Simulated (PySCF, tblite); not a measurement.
# C₆H₅F: bond homolysis, part 2 of 2

tblite 0.8.0 and PySCF 2.14.0. Atoms count from 0.

## (14) Optimising the geometry with GFN2-xTB

This step treats C6H4F radical, labelled `Fc1c[c]ccc1` (the label fixes atoms and charge, not where charge and spin sit).

What the job is given:

```
{"job": {"kind": "relax", "xc": "GFN2-xTB", "basis": "xTB"}, "charge": 0, "multiplicity": 2}
F      2.541500     0.901400    -0.019000
C      1.261000     0.465200    -0.032300
C      0.242600     1.363300     0.014200
C     -1.085800     0.906300    -0.004200
C     -1.337300    -0.484100     0.012600
C     -0.278300    -1.380400    -0.028400
C      1.047200    -0.909100    -0.036200
H      0.461000     2.448100     0.027600
H     -2.352600    -0.856500     0.004600
H     -0.466200    -2.457300    -0.026300
H      1.893000    -1.599600    -0.048200
```

Log:

```text
step      E/eV     max force
  0    -530.45489    2.865
  1    -530.59925    1.077
  2    -530.62780    0.434
  3    -530.63982    0.305
  4    -530.64259    0.172
  5    -530.64352    0.089
  6    -530.64408    0.093
  7    -530.64470    0.065
  8    -530.64496    0.041
  9    -530.64508    0.027
 10    -530.64515    0.029
 11    -530.64522    0.028
 12    -530.64525    0.014
 13    -530.64527    0.011
 14    -530.64528    0.010
 15    -530.64529    0.009
```

Run time: 0.05 s. Hardware: 1 thread of Arm Neoverse V2, shared host.

Along the way:

```tsv
step	energy from step 0 (eV)	largest force (eV/Å)
0	0.0000	2.8654
1	-0.1444	1.0771
2	-0.1729	0.4338
3	-0.1849	0.3047
4	-0.1877	0.1719
5	-0.1886	0.0893
6	-0.1892	0.0933
7	-0.1898	0.0649
8	-0.1901	0.0414
9	-0.1902	0.0268
10	-0.1903	0.0289
11	-0.1903	0.0279
12	-0.1904	0.0136
13	-0.1904	0.0110
14	-0.1904	0.0102
15	-0.1904	0.0094
```

Distances of close pairs at the start and the end, largest changes first:

```tsv
bond	before (Å)	after (Å)	change (Å)
C3–C4	1.413	1.364	-0.049
C2–C3	1.405	1.362	-0.043
C1–C2	1.359	1.392	+0.034
C2–H7	1.107	1.078	-0.028
C5–C6	1.407	1.383	-0.024
C5–H9	1.093	1.080	-0.013
C6–H10	1.092	1.079	-0.013
C1–C6	1.391	1.383	-0.008
```

The next job starts from the end point, and lists it.

## (15) Vibrational analysis with GFN2-xTB

What the job is given:

```
{"job": {"kind": "ir", "xc": "GFN2-xTB", "basis": "xTB"}, "charge": 0, "multiplicity": 2}
F      2.540414     0.908072    -0.024459
C      1.270943     0.453028    -0.017271
C      0.226871     1.373770     0.006626
C     -1.031338     0.851765     0.011742
C     -1.336176    -0.477261    -0.001283
C     -0.267897    -1.373176    -0.022797
C      1.035168    -0.909743    -0.032692
H      0.435178     2.431759     0.020839
H     -2.353819    -0.834329     0.005462
H     -0.464470    -2.434979    -0.031066
H      1.870980    -1.591605    -0.050736
```

Log:

```text
mode    cm-1     km/mol
  1     207.3      2.06
  2     375.7      8.64
  3     377.8      0.76
  4     468.9      2.65
  5     471.5      5.65
  6     577.3      3.07
  7     606.7      0.19
  8     759.1     49.22
  9     783.8     20.18
 10     839.9      5.02
 11     869.2      1.61
 12     899.2      0.06
 13     965.1     27.58
 14    1068.5      1.74
 15    1091.5      3.48
 16    1152.0      6.71
 17    1185.1     45.77
 18    1229.7     60.55
 19    1276.3     10.11
 20    1404.8      5.38
 21    1442.2     83.07
 22    1525.0     15.03
 23    1610.9     42.19
 24    3075.3     10.19
 25    3092.1     17.86
 26    3097.0      5.07
 27    3104.7      7.50
ZPE 200.713  H(298)-E 217.395  G(298)-E 122.916 kJ/mol  S 316.88 J/(mol K)
```

Run time: 0.19 s. Hardware: 1 thread of Arm Neoverse V2, shared host.

The strongest bands and the atoms that carry them (share of the mass-weighted mode):

```tsv
cm⁻¹	km/mol	atoms
759	49.2	H8 30 %, H9 25 %, H10 16 %
784	20.2	F0 26 %, C5 24 %, C3 24 %, C4 11 %
965	27.6	C6 37 %, C2 30 %
1185	45.8	H7 22 %, H8 22 %, C1 15 %, C2 10 %
1230	60.5	H9 28 %, C1 26 %, H10 10 %
1442	83.1	C1 25 %, C6 23 %, C3 17 %
1611	42.2	C3 35 %, C6 22 %, C2 12 %, C4 11 %
3092	17.9	H8 84 %
```

## (16) Relaxing the molecule at PBE0-D3(BJ)/def2-SVP

This step treats C₆H₄F radical, labelled `Fc1c[c]ccc1` (the label fixes atoms and charge, not where charge and spin sit).

Settings changed since step 15:

```diff
@@ -1,2 +1,2 @@
-{"job": {"kind": "ir", "xc": "GFN2-xTB", "basis": "xTB"}, "charge": 0, "multiplicity": 2}
+{"job": {"xc": "PBE0", "basis": "def2-SVP", "d3": "d3bj", "grid": 1, "kind": "geom"}, "charge": 0, "multiplicity": 2}
 F      2.540414     0.908072    -0.024459
```

Log:

```text
step   0  E = -330.19560842  max force = 0.014593
step   1  E = -330.19707520  max force = 0.002620
step   2  E = -330.19709029  max force = 0.000535
step   3  E = -330.19708680  max force = 0.001047
step   4  E = -330.19709531  max force = 0.000237
optimisation converged
```

Run time: 32 s. Hardware: 1 thread of Arm Neoverse V2, shared host.

Along the way:

```tsv
step	energy from step 0 (eV)	largest force component (eV/Å)
0	0.0000	0.7504
1	-0.0399	0.1347
2	-0.0403	0.0275
3	-0.0402	0.0538
4	-0.0405	0.0122
```

Distances of close pairs at the start and the end, largest changes first:

```tsv
bond	before (Å)	after (Å)	change (Å)
F0–C1	1.349	1.330	-0.019
C2–H7	1.078	1.092	+0.014
C4–H8	1.078	1.092	+0.014
C5–H9	1.080	1.093	+0.013
C2–C3	1.362	1.375	+0.013
C3–C4	1.364	1.376	+0.013
C6–H10	1.079	1.091	+0.012
C5–C6	1.383	1.394	+0.011
```

The next job starts from the end point, and lists it.

```tsv
at the end point	value
point group (found at 0.08 Å tolerance)	Cs
rotational constants (GHz, main isotopes)	6.111, 2.603, 1.825
dipole moment (D)	1.16
⟨S²⟩	0.761
```

## (17) Single point (C₆H₄F radical, Fc1c[c]ccc1): M06-2X/def2-TZVP

Geometry: PBE0-D3(BJ)/def2-SVP.

What the job is given:

```
{"job": {"kind": "sp", "xc": "M06-2X", "basis": "def2-TZVP", "grid": 3}, "charge": 0, "multiplicity": 2}
F      2.533702     0.899632    -0.010480
C      1.278055     0.460929    -0.010207
C      0.234860     1.389484     0.006416
C     -1.031277     0.852922     0.006692
C     -1.353063    -0.485226    -0.007821
C     -0.272997    -1.378681    -0.024921
C      1.040375    -0.910908    -0.026277
H      0.448377     2.460844     0.018434
H     -2.384825    -0.843816    -0.006160
H     -0.460280    -2.455772    -0.037314
H      1.891047    -1.594024    -0.039522
```

Log:

```text
coarse grid: 46272 points
cycle   1  E = -330.7342201439  dE =  1.522e+00  |g| = 3.401e-01  |ddm| = 2.792e+00
cycle   2  E = -330.7462527942  dE = -1.203e-02  |g| = 3.558e-01  |ddm| = 6.061e-01
cycle   3  E = -330.7882935883  dE = -4.204e-02  |g| = 5.092e-02  |ddm| = 2.876e-01
cycle   4  E = -330.7898588368  dE = -1.565e-03  |g| = 3.175e-02  |ddm| = 7.808e-02
cycle   5  E = -330.7905250758  dE = -6.662e-04  |g| = 1.035e-02  |ddm| = 4.420e-02
cycle   6  E = -330.7906562212  dE = -1.311e-04  |g| = 4.835e-03  |ddm| = 2.679e-02
cycle   7  E = -330.7906850006  dE = -2.878e-05  |g| = 2.236e-03  |ddm| = 1.199e-02
cycle   8  E = -330.7906924333  dE = -7.433e-06  |g| = 9.408e-04  |ddm| = 5.453e-03
final grid: 138208 points
cycle   9  E = -330.7918954497  dE = -1.018e-05  |g| = 1.061e-03  |ddm| = 1.819e-02
cycle  10  E = -330.7918963726  dE = -9.230e-07  |g| = 9.784e-04  |ddm| = 2.556e-03
cycle  11  E = -330.7918969652  dE = -5.925e-07  |g| = 3.292e-04  |ddm| = 8.999e-04
cycle  12  E = -330.7918972958  dE = -3.306e-07  |g| = 2.426e-04  |ddm| = 1.158e-03
cycle  13  E = -330.7918974328  dE = -1.370e-07  |g| = 1.166e-04  |ddm| = 7.129e-04
cycle  14  E = -330.7918974869  dE = -5.417e-08  |g| = 3.522e-05  |ddm| = 6.970e-04
cycle  15  E = -330.7918974885  dE = -1.547e-09  |g| = 1.271e-05  |ddm| = 1.028e-04
converged SCF energy = -330.7918974885
```

Wall time 51 s (1 thread of Arm Neoverse V2, shared host); peak memory 0.89 GiB.

## (18) Bond homolysis: M06-2X/def2-TZVP

This step combines the energies above: geometries from PBE0-D3(BJ)/def2-SVP, zero-point and thermal terms from GFN2-xTB.

What the job is given:

```
{"job": {"kind": "bd", "cap": 6, "geom": {"xc": "PBE0", "basis": "def2-SVP", "d3": "d3bj", "grid": 1}, "level": {"xc": "M06-2X", "basis": "def2-TZVP", "grid": 3}}, "charge": 0, "multiplicity": 1}
F      2.525211     0.907486    -0.013688
C      1.271717     0.456547    -0.009320
C      0.225195     1.370915     0.011033
C     -1.083356     0.891723     0.016359
C     -1.334112    -0.480308     0.001247
C     -0.267342    -1.378694    -0.019613
C      1.046737    -0.914903    -0.025161
H      0.449551     2.439071     0.022569
H     -1.914544     1.600597     0.032665
H     -2.361654    -0.849682     0.005860
H     -0.456818    -2.454608    -0.031637
H      1.899876    -1.595588    -0.041357
```

Output (the driver's rows laid out field by field):

```text
homolysis bond by bond, M06-2X/def2-TZVP // PBE0-D3(BJ)/def2-SVP

row 1
  atoms                   0 1
  elements                F C
  length                  1.3321
  fragments               formula F, charge 0, multiplicity 2, smiles [F], kept yes, pieces 1; formula C6H5, charge 0, multiplicity 2, smiles [c]1ccccc1, kept yes, pieces 1, point_group C2v, largest_spin C 1.013
  electronic              541.22
  zero_kelvin             527.71
  enthalpy                531.91
  free_energy             488.15

row 2
  atoms                   2 7
  elements                C H
  length                  1.0915
  fragments               formula C6H4F, charge 0, multiplicity 2, smiles Fc1[c]cccc1, kept yes, pieces 1, point_group Cs, largest_spin C 1.013; formula H, charge 0, multiplicity 2, smiles [H], kept yes, pieces 1
  electronic              503.39
  zero_kelvin             469.4
  enthalpy                475.64
  free_energy             437.96

row 3
  atoms                   3 8
  elements                C H
  length                  1.0925
  fragments               formula C6H4F, charge 0, multiplicity 2, smiles Fc1c[c]ccc1, kept yes, pieces 1, point_group Cs, largest_spin C 1.015; formula H, charge 0, multiplicity 2, smiles [H], kept yes, pieces 1
  electronic              493.71
  zero_kelvin             459.39
  enthalpy                465.68
  free_energy             427.99

row 4
  atoms                   4 9
  elements                C H
  length                  1.0919
  fragments               formula C6H4F, charge 0, multiplicity 2, smiles Fc1cc[c]cc1, kept yes, pieces 1, point_group C2v, largest_spin C 1.019; formula H, charge 0, multiplicity 2, smiles [H], kept yes, pieces 1
  electronic              496.86
  zero_kelvin             462.5
  enthalpy                468.8
  free_energy             432.85
```

Wall time 5.8 min (1 thread of Arm Neoverse V2, shared host); peak memory 0.89 GiB.

Some single points behind these values are not shown above.

Dissociation energies (kJ/mol, gas phase, 298 K for the thermal columns):

```tsv
bond	fragments	electronic	enthalpy	free energy
F0–C1	[F] + [c]1ccccc1	541.2	531.9	488.1
C2–H7	Fc1[c]cccc1 + [H]	503.4	475.6	438.0
C3–H8	Fc1c[c]ccc1 + [H]	493.7	465.7	428.0
C4–H9	Fc1cc[c]cc1 + [H]	496.9	468.8	432.9
```

## (19) Results

This closing draws on all 2 parts.

| quantity | value |
| --- | --- |
| strongest single infrared mode (GFN2-xTB) | 1225 cm⁻¹, 105 km/mol |
| zero-point energy (GFN2-xTB) | 56.2 kcal/mol |
| point group | C2v |
| rotational constants (main isotopes) | 5.68, 2.58, 1.77 GHz |
| bond enthalpy (ΔH), F0–C1 (M06-2X/def2-TZVP) | 531.9 kJ/mol |
| bond enthalpy (ΔH), C2–H7 (M06-2X/def2-TZVP) | 475.6 kJ/mol |
| bond enthalpy (ΔH), C3–H8 (M06-2X/def2-TZVP) | 465.7 kJ/mol |
| bond enthalpy (ΔH), C4–H9 (M06-2X/def2-TZVP) | 468.8 kJ/mol |

**Reading.** All 30 modes are real, so the xTB geometry is a minimum. The strongest single mode, at 1225 cm⁻¹, has its largest shares on C1, H10, H8 and F0 (the list is cut at 4 atoms). Unscaled tight-binding wavenumbers are off by several per cent, some by more. Its intensities can rank the bands wrongly. Relaxing lowered the energy by 0.036 eV in 5 steps; the close pair that moved most is F0–C1, from 1.351 to 1.332 Å (PBE0/def2-SVP). At M06-2X/def2-TZVP the bond enthalpy (ΔH) runs from 465.7 kJ/mol (C3–H8) to 531.9 kJ/mol (F0–C1).
